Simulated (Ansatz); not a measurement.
```yaml
crystal:
  periodic: [false, false, false]
  atoms:
    - {symbol: Ti, position_ang: [-0.583733, 0.001203, -0.001707]}
    - {symbol: N, position_ang: [1.671577, -0.003444, 0.004889]}
    - {symbol: H, position_ang: [2.248074, 0.857873, 0.003965]}
    - {symbol: H, position_ang: [2.244505, -0.867129, 0.009173]}
basis:
  gaussian: {orbitals: def2-TZVP}
total_charge: 1
magnetization: {spin_polarized: true, initial_magnetization: 4}
hamiltonian: {xc: pbe0}
relax: {f_tol: 0.004, max_steps: 80}
```

```sh
$ ansatz run in.yaml --threads 1 --pin off --events-out ev --progress --plain --max-ram 2176MiB
```

Steps of the relaxation (energy above the last step; positions in Å, forces in eV/Å):

```
4
step 1, 32.8 meV
Ti   -0.584    0.001   -0.002    0.251    0.008    0.001
N     1.672   -0.003    0.005   -0.229    0.008   -0.001
H     2.248    0.858    0.004   -0.029   -0.731    0.002
H     2.245   -0.867    0.009    0.007    0.714   -0.002
```

```
4
step 2, 2.9 meV
Ti   -0.566    0.005   -0.002    0.037    0.000    0.000
N     1.653   -0.007    0.005   -0.130   -0.009    0.000
H     2.243    0.831    0.004    0.050   -0.179    0.001
H     2.251   -0.841    0.009    0.044    0.188    0.000
```

```
4
step 3, 0.0 meV
Ti   -0.568    0.005   -0.002    0.002    0.000    0.000
N     1.646   -0.007    0.005   -0.040    0.002    0.000
H     2.248    0.820    0.004    0.018    0.009    0.000
H     2.255   -0.829    0.009    0.020   -0.011    0.000
```

```
4
step 4, 0.0 meV
Ti   -0.568    0.005   -0.002    0.000    0.000    0.000
N     1.645   -0.007    0.005   -0.003    0.000    0.000
H     2.248    0.820    0.004    0.002    0.002    0.000
H     2.256   -0.829    0.009    0.002   -0.002    0.000
```

Close pairs at the end: N2–H3 1.023 Å, N2–H4 1.024 Å, Ti1–N2 2.213 Å.

A stationary point of unrestricted PBE0 after 4 steps, with ⟨S²⟩ = 6.004 against 6.00 for a pure state; no frequencies were run, so it isn't proven a minimum. 99 s on 1 thread of Intel Xeon 6975P-C, shared host.
